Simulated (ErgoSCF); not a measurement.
# [HO2]− (hydroperoxide(1-)) at UHF/4-31G

Aim: the energy change on altering one bond length of [HO2]− (hydroperoxide(1-)) at UHF/4-31G, from 2 runs. 

The calculation is run with ErgoSCF 3.8.

1 further run of the same task is left out (set aside as unsound or not needed).

**1. The system as given**

[HO2]− has 3 atoms, charge -1, and is taken as a singlet. As SMILES, `[O-]O`. The shape is that of a GFN2-xTB optimisation.

Bond lengths: O1–O2 1.458 Å, O2–H3 0.963 Å. Angles: O1–O2–H3 100.3°.

**2. A single-point energy at UHF/4-31G**

Input file mol.xyz:

```xyz
3
HO2
O     -0.355040     1.013280    -0.080710
O     -0.244450    -0.436620    -0.180910
H      0.599490    -0.576670     0.261620
```

Input file run.inp:

```
set_nthreads(1)
scf.force_unrestricted = 1
scf.starting_guess_disturbance = 0.05
tmpdir = "."
scf.max_number_of_iterations = 80
scf.output_mulliken_pop = 1
basis = "4-31G"
charge = -1
molecule "mol.xyz"
run "HF"
```

Run with:

```console
ergo run.inp
```

Log, cut to the lines that bear on the results:

```text
[...]
INSC SCF_general constructor, number of basis functions: 20
[...]
INSC Energy   1 =       -100.89322306487
[...]
INDE PURIFICATION CONVERGED after 30 iterations
[...]
INDE PURIFICATION CONVERGED after 30 iterations
[...]
INDE PURIFICATION CONVERGED after 25 iterations
[...]
INDE E(LUMO) - E(HOMO) <=          0.59146349173 =         16.09454160077 eV
[...]
INSC Energy  19 =       -149.93743767098  ( diff     -0.000000000006679 )
[...]
RESC CONVERGED after  19 iterations.
RESC FINAL ENERGY:       -149.93743767098
RESC FINAL <S2> =          0.00000000003
[...]
INSC SCF: dipole_moment_x [atomic units] =       1.18768710
INSC SCF: dipole_moment_y [atomic units] =      -1.08464543
INSC SCF: dipole_moment_z [atomic units] =       0.52470081
[...]
```

It took 1.4 s on 1 thread of Arm Neoverse V2, shared host; peak memory 0.26 GiB.

**3. The distorted shape, same level**

Input file geom.xyz:

```xyz
3
HO2
O     -0.343981     0.868286    -0.090730
O     -0.244450    -0.436620    -0.180910
H      0.599490    -0.576670     0.261620
```

Input file ergo.in:

```
set_nthreads(1)
molecule "geom.xyz"
scf.force_unrestricted = 1
basis = "4-31G"
scf.output_mulliken_pop = 1
spin_polarization = 0
scf.max_number_of_iterations = 80
scf.starting_guess_disturbance = 0.05
tmpdir = "."
charge = -1
run "HF"
```

Run with:

```console
ergo < ergo.in
```

Log, cut to the lines that bear on the results:

```text
[...]
INSC SCF_general constructor, number of basis functions: 20
[...]
INSC Energy   1 =       -101.37269048992
[...]
INDE PURIFICATION CONVERGED after 27 iterations
[...]
INDE PURIFICATION CONVERGED after 28 iterations
[...]
INDE PURIFICATION CONVERGED after 25 iterations
[...]
INDE E(LUMO) - E(HOMO) <=          0.54237164728 =         14.75868445362 eV
[...]
INSC Energy  17 =       -149.90459368297  ( diff     -0.000000000001080 )
[...]
RESC CONVERGED after  17 iterations.
RESC FINAL ENERGY:       -149.90459368297
RESC FINAL <S2> =          0.00000000000
[...]
INSC SCF: dipole_moment_x [atomic units] =       1.18075672
INSC SCF: dipole_moment_y [atomic units] =      -1.08896588
INSC SCF: dipole_moment_z [atomic units] =       0.52046169
[...]
```

Wall time 1.3 s (1 thread of Arm Neoverse V2, shared host); peak memory 0.26 GiB.

**4. Summary of results**

Level: UHF/4-31G.

```
                                                         quantity          value
                                        first shape: total energy  -149.93744 Eh
                                    distorted shape: total energy  -149.90459 Eh
energy change with the O1–O2 bond shortened from 1.458 to 1.312 Å       0.894 eV
```

What this shows: With the O1–O2 bond shortened from 1.458 to 1.312 Å the energy rises by 0.89 eV (20.6 kcal/mol). The first shape isn't relaxed at this level, so the change isn't measured from a minimum. Mulliken charges (first shape) run from -0.65 on O2 to +0.31 on H3; they depend strongly on the basis. Mulliken charges (distorted shape) run from -0.73 on O1 to +0.30 on H3; they depend strongly on the basis.
